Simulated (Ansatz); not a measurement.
# C₂H₆FNO: basis-set convergence

The task here is to estimate one member of a computed series from the others.

Program: Ansatz 0.2.0, Gaussian basis. Level of theory: one geometry, several basis sets. These are calculated values, not measurements.

Levels to be run: PBE0-D4/def2-SVP; ωB97M-V/def2-SVP; PBE0-D4/def2-QZVPP; ωB97M-V/def2-QZVPP; the functionals' def2-TZVPP values are taken from earlier runs.

### The geometry

The geometry comes from an earlier relaxation with PBE0-D4 in a triple-zeta def2 set; it is a stationary point, not always the lowest conformer.

SMILES `NC(F)CO`, 11 atoms, charge 0, spin multiplicity 1.

Atoms are counted from 1 here; the program's logs count them from 0.

Bond lengths: N1–C2 1.400 Å, N1–H6 1.009 Å, N1–H7 1.012 Å, C2–F3 1.427 Å, C2–C4 1.513 Å, C2–H8 1.093 Å, C4–O5 1.408 Å, C4–H9 1.091 Å, C4–H10 1.096 Å, O5–H11 0.962 Å. Angles: C2–N1–H6 113.2°, C2–N1–H7 111.6°, H6–N1–H7 110.9°, N1–C2–F3 112.2°, N1–C2–C4 111.6°, N1–C2–H8 110.7°, F3–C2–C4 105.7°, F3–C2–H8 104.8°, C4–C2–H8 111.5°, C2–C4–O5 111.2°, C2–C4–H9 109.2°, C2–C4–H10 108.9°, O5–C4–H9 107.1°, O5–C4–H10 111.6°, H9–C4–H10 108.7°, C4–O5–H11 107.2°.

Geometry (Å):

```xyz
11
charge 0, multiplicity 1
N    -0.31361    1.14009    0.87866
C    -0.55505   -0.15523    0.40669
F     0.08284   -1.14895    1.20738
C    -0.01448   -0.34874   -0.99327
O     1.36831   -0.08818   -1.04555
H    -0.58563    1.26852    1.84195
H     0.64991    1.41379    0.73690
H    -1.62058   -0.39422    0.46079
H    -0.50055    0.35816   -1.66747
H    -0.24654   -1.36711   -1.32590
H     1.80089   -0.73513   -0.47949
```

Set-up of the first run:

Contents of in.yaml:

```yaml
crystal:
  periodic: [false, false, false]
  atoms:
    - {symbol: N, position_ang: [-0.313610, 1.140089, 0.878664]}
    - {symbol: C, position_ang: [-0.555052, -0.155233, 0.406686]}
    - {symbol: F, position_ang: [0.082840, -1.148951, 1.207377]}
    - {symbol: C, position_ang: [-0.014476, -0.348744, -0.993266]}
    - {symbol: O, position_ang: [1.368306, -0.088176, -1.045549]}
    - {symbol: H, position_ang: [-0.585629, 1.268523, 1.841949]}
    - {symbol: H, position_ang: [0.649907, 1.413795, 0.736899]}
    - {symbol: H, position_ang: [-1.620585, -0.394221, 0.460792]}
    - {symbol: H, position_ang: [-0.500551, 0.358157, -1.667468]}
    - {symbol: H, position_ang: [-0.246538, -1.367111, -1.325897]}
    - {symbol: H, position_ang: [1.800889, -0.735128, -0.479487]}
basis:
  gaussian: {orbitals: def2-SVP}
hamiltonian: {xc: pbe0, dispersion: d4}
output: {orbitals: {seedname: orbitals}}
```

Launch:

```sh
ansatz run in.yaml --threads 4 --pin off --events-out ev --progress --plain --max-ram 10444MiB
```

Steps of the session up to this table: PBE0-D4 in def2-SVP; ωB97M-V in def2-SVP; PBE0-D4 in def2-QZVPP; ωB97M-V in def2-QZVPP.

One table of the session follows, with a row left open; its other results are not shown here.

It belongs to the step «Density functionals: the series». 

| functional | basis | HOMO (eV) | LUMO (eV) |
| --- | --- | --- | --- |
| PBE0-D4 | def2-SVP | -7.52 | 1.81 |
| PBE0-D4 | def2-TZVPP | -7.80 | 1.02 |
| PBE0-D4 | def2-QZVPP | -7.86 | 0.61 |
| ωB97M-V | def2-SVP | ? | ? |
| ωB97M-V | def2-TZVPP | -10.24 | 2.47 |
| ωB97M-V | def2-QZVPP | -10.30 | 1.82 |

Estimate the missing values for ωB97M-V, def2-SVP.

As computed: HOMO (eV): -9.95; LUMO (eV): 3.49. In the column «HOMO (eV)» it lies between ωB97M-V, def2-TZVPP (-10.24) and PBE0-D4, def2-QZVPP (-7.86).
